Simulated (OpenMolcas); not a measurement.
# One shape, several levels: [NH2]− (SMILES [NH2-])

Aim: a comparison of 6 runs (B3LYP/6-31G*, B2PLYP/aug-cc-pVTZ, M06-2X/aug-cc-pVTZ, PBE/aug-cc-pVTZ, MP2/aug-cc-pVTZ, CCSD(T)/aug-cc-pVTZ) of [NH2]−. 

Program for the calculation: OpenMolcas 26.06.

1 further run of the same task is left out (set aside as unsound or not needed).

**1. The structure to begin with**

[NH2]−: 3 atoms, total charge -1, spin state singlet. As SMILES, `[NH2-]`. One bond was lengthened or shortened from a relaxed shape.

Bond lengths: N1–H2 1.181 Å, N1–H3 1.027 Å. Angles: H2–N1–H3 101.8°.

**2. A single-point energy at B3LYP/6-31G(d) (spherical functions) (run 1)**

The input, run.inp:

```
&GATEWAY
  BasLib = $CurrDir
  Coord
  3
  angstrom
  N        0.374704      -0.353627       0.170605
  H        0.125500       0.801200       0.156000
  H       -0.435196      -0.748827      -0.322795
  Basis = 6-31Gs
  Group = NoSym

&SEWARD
  GridInput
  Grid=UltraFine
  End of Grid

&SCF
  Charge = -1
  KSDFT = B3LYP
  Thresholds = 1e-10 1e-07 1e-07 1e-05
  PrOrbitals = 1 2
```

The basis set 6-31G* is read from a file made from the Basis Set Exchange's data (not shown).

Run with:

```
$ export MOLCAS_MEM=1860
$ pymolcas run.inp > run.log
```

Log:

```text
--- Start Module: gateway ---
[...]
--- Stop Module: gateway /rc=_RC_ALL_IS_WELL_ ---
--- Start Module: seward ---
[...]
      Basis functions           18
--- Stop Module: seward /rc=_RC_ALL_IS_WELL_ ---
--- Start Module: scf ---
[...]
       Convergence after  13 Iterations
[...]
::    Total KS-DFT energy                             -55.8288606432
[...]
      Total spin, S                                     0.0000000000
[...]
      Total electronic charge=   10.000000
      Total            charge=   -1.000000
[...]
      Dipole Moment (debye):
      Origin of the operator (angstrom)=    0.3081   -0.3058    0.1386
                   X= -9.4551E-01               Y=  1.2721E-01               Z= -5.1274E-01           Total=  1.0831E+00
      Center of Charge (angstrom)
[...]
--- Stop Module: scf /rc=_RC_ALL_IS_WELL_ ---
[...]
```

Wall time 3.9 s (1 thread of Arm Neoverse V1, shared host); peak memory 0.37 GiB.

**3. The energy at B2PLYP/aug-cc-pVTZ (run 2)**

The input, test.input:

```
>>> EXPORT MOLCAS_PRINT=2

&gateway
 baslib = $CurrDir
 coord
 3
 angstrom
 N        0.374704      -0.353627       0.170605
 H        0.125500       0.801200       0.156000
 H       -0.435196      -0.748827      -0.322795
 basis = aug-cc-pVTZ
 group = NoSym

&seward
 gridinput
 Grid=UltraFine
 End of Grid

&scf
 charge = -1
 ksdft = B2PLYP_SCF
 thresholds = 1e-10 1e-07 1e-07 1e-05
 prorbitals = 0

&mbpt2
 frozen = 1
```

The basis set aug-cc-pVTZ is read from a file made from the Basis Set Exchange's data (not shown).

Run with:

```
$ export MOLCAS_MEM=1860
$ pymolcas test.input > test.log
```

Log:

```text
--- Start Module: gateway ---
[...]
--- Stop Module: gateway /rc=_RC_ALL_IS_WELL_ ---
[...]
      Basis functions           92
[...]
--- Start Module: scf ---
[...]
       Convergence after  17 Iterations
[...]
::    Total KS-DFT energy                             -55.7841085513
[...]
      Total spin, S                                     0.0000000000
[...]
      Total electronic charge=   10.000000
      Total            charge=   -1.000000
[...]
      Dipole Moment (debye):
      Origin of the operator (angstrom)=    0.3081   -0.3058    0.1386
                   X= -1.0082E+00               Y=  3.1743E-01               Z= -5.2723E-01           Total=  1.1812E+00
      Center of Charge (angstrom)
[...]
--- Stop Module: scf /rc=_RC_ALL_IS_WELL_ ---
[...]
--- Start Module: mbpt2 ---
[...]
 ###    WARNING: MP2 implementation intended for RHF references only         ###
 ###############################################################################
MBPT2 WARNING: Reference function according to RunFile:KS-DFT
I'll assume you know what you're doing and continue
WARNING!
Default frozen orbitals as non valence orbitals is overwritten by user input.
Default values:   1
[...]
       Reference weight ( Cref**2 )         =        0.85666
::    Total MBPT2 energy                              -56.1122191754
[...]
      Total MBPT2 calculations                           0.24      0.24
--- Stop Module: mbpt2 /rc=_RC_ALL_IS_WELL_ ---
[...]
```

Wall time 21 s (1 thread of Arm Neoverse V1, shared host); peak memory 0.51 GiB.

Run 3 isn't shown in full; the table further down has it.

**4. The energy at PBE/aug-cc-pVTZ (run 4)**

The input, mol.input:

```
&GATEWAY
BasLib = $CurrDir
Coord
3
angstrom
N        0.374704      -0.353627       0.170605
H        0.125500       0.801200       0.156000
H       -0.435196      -0.748827      -0.322795
Basis = aug-cc-pVTZ
Group = NoSym
&SEWARD
GridInput
Grid=UltraFine
End of Grid
&SCF
Charge = -1
KSDFT = PBE
Thresholds = 1e-10 1e-07 1e-07 1e-05
PrOrbitals = 1 1
```

The basis set aug-cc-pVTZ is read from a file made from the Basis Set Exchange's data (not shown).

Run with:

```
$ export MOLCAS_MEM=1860
$ pymolcas mol.input > mol.log
```

Log:

```text
--- Start Module: gateway ---
[...]
--- Stop Module: gateway /rc=_RC_ALL_IS_WELL_ ---
--- Start Module: seward ---
[...]
      Basis functions           92
--- Stop Module: seward /rc=_RC_ALL_IS_WELL_ ---
[...]
--- Start Module: scf ---
[...]
       Convergence after  17 Iterations
[...]
::    Total KS-DFT energy                             -55.8508265710
[...]
      Total spin, S                                     0.0000000000
[...]
      Total electronic charge=   10.000000
      Total            charge=   -1.000000
[...]
      Dipole Moment (debye):
      Origin of the operator (angstrom)=    0.3081   -0.3058    0.1386
                   X= -9.0138E-01               Y=  2.7926E-01               Z= -4.7183E-01           Total=  1.0550E+00
      Center of Charge (angstrom)
[...]
--- Stop Module: scf /rc=_RC_ALL_IS_WELL_ ---
[...]
```

It took 20 s on 1 thread of Arm Neoverse V1, shared host; peak memory 0.5 GiB.

Run 5 isn't shown in full; the table further down has it.

**5. The energy at CCSD(T)/aug-cc-pVTZ (run 6)**

The input, test.input:

```
&GATEWAY
BASLIB = $CurrDir
COORD
3
angstrom
N        0.374704      -0.353627       0.170605
H        0.125500       0.801200       0.156000
H       -0.435196      -0.748827      -0.322795
BASIS = aug-cc-pVTZ
GROUP = NoSym
&SEWARD
&SCF
CHARGE = -1
THRESHOLDS = 1e-10 1e-07 1e-07 1e-05
PRORBITALS = 0
&RASSCF
FILEORB = $Project.ScfOrb
SPIN = 1
NACTEL = 0 0 0
INACTIVE = 5
RAS2 = 0
OUTORBITALS = Canonical
ORBLISTING = Nothing
&MOTRA
JOBIPH
FROZEN = 1
&CCSDT
CCT
TRIPLES = 2
ITERATIONS = 80
ACCURACY = 1e-08
EXTRAPOLATION = 5 4
```

The basis set aug-cc-pVTZ is read from a file made from the Basis Set Exchange's data (not shown).

Run with:

```
$ export MOLCAS_MEM=1860
$ pymolcas test.input > test.log
```

Log:

```text
--- Start Module: gateway ---
[...]
--- Stop Module: gateway /rc=_RC_ALL_IS_WELL_ ---
[...]
      Basis functions           92
[...]
       Convergence after  17 Iterations
[...]
::    Total SCF energy                                -55.5328361842
[...]
      Total spin, S                                     0.0000000000
[...]
      Number of active orbitals                  0
[...]
      Spin quantum number                      0.0
[...]
      Active orbitals                            0
[...]
      Number of CSFs                             1
[...]
      Number of root(s) required                 1
[...]
      Convergence after  4 iterations
[...]
      Natural orbitals and occupation numbers for root  1
      ************************************************************************************************************************
      *                                                    Final results                                                     *
      ************************************************************************************************************************
[...]
::    RASSCF root number  1 Total energy:    -55.53283618
[...]
      Total electronic charge=   10.000000
      Total            charge=   -1.000000
[...]
      Dipole Moment (debye):
      Origin of the operator (angstrom)=    0.3081   -0.3058    0.1386
                   X= -1.0697E+00               Y=  3.1961E-01               Z= -5.6118E-01           Total=  1.2495E+00
      Center of Charge (angstrom)
[...]
--- Start Module: motra ---
[...]
--- Stop Module: motra /rc=_RC_ALL_IS_WELL_ ---
[...]
--- Start Module: ccsdt ---
[...]
      Convergence after                    16  Iterations
      Total energy (diff) :     -55.79985805      -0.00000000
[...]
 METHOD                       : CCSD+T(CCSD)+<T3(1)WT1> = CCSD(T)
[...]
       CCSD     =       -55.7998580493992
[...]
```

Wall time 21 s (1 thread of Arm Neoverse V1, shared host); peak memory 0.51 GiB.

**6. All runs side by side**

| run | level | frozen core orbitals | integration grid | energy (Eh) | HOMO energy (eV) | LUMO energy (eV) | HOMO–LUMO gap (eV) | wall time |
| --- | --- | --- | --- | --- | --- | --- | --- | --- |
| 1 | B3LYP/6-31G* (spherical functions) | – | UltraFine | -55.828861 | 4.37 | 9.99 | 5.62 | 3.9 s |
| 2 | B2PLYP/aug-cc-pVTZ | 1 | UltraFine | -55.872698 | 0.36 | 3.98 | 3.61 | 21 s |
| 3 | M06-2X/aug-cc-pVTZ | – | UltraFine | -55.883215 | 0.27 | 3.62 | 3.36 | 28 s |
| 4 | PBE/aug-cc-pVTZ | – | UltraFine | -55.850827 | 2.53 | 3.32 | 0.79 | 20 s |
| 5 | MP2/aug-cc-pVTZ | 1 | – | -55.796802 | -1.51 | 4.50 | 6.01 | 7.8 s |
| 6 | CCSD(T)/aug-cc-pVTZ | 1 | – | -55.812814 | -1.51 | 4.50 | 6.01 | 21 s |

**7. Outcome**

| quantity | value |
| --- | --- |
| run 6: total energy | -55.81281 Eh |
| run 6: HOMO energy (Hartree–Fock orbitals) | -1.51 eV |
| run 6: LUMO energy (Hartree–Fock orbitals) | 4.50 eV |
| run 6: HOMO–LUMO gap (to an unbound level, set by the basis) | 6.01 eV |
| run 6: correlation energy (1 core orbital frozen) | -280.0 mEh |
| run 6: (T) correction | -12.96 mEh |

What this shows: Over runs 1, 2, 3, 4 the HOMO–LUMO gap runs from 0.79 eV (PBE/aug-cc-pVTZ) to 5.62 eV (B3LYP/6-31G*). The two ends differ in method and basis. The empty levels of an anion lie above zero and hang on the basis. For B2PLYP the log adds the whole second-order term; the table takes 0.27 of it, as the functional is defined. Totals of different functionals can't be ranked against each other. In runs 1, 2, 3, 4 the HOMO lies above zero, so the outermost electron may be held by the basis alone. All runs together took 1.7 min, the longest 28 s.
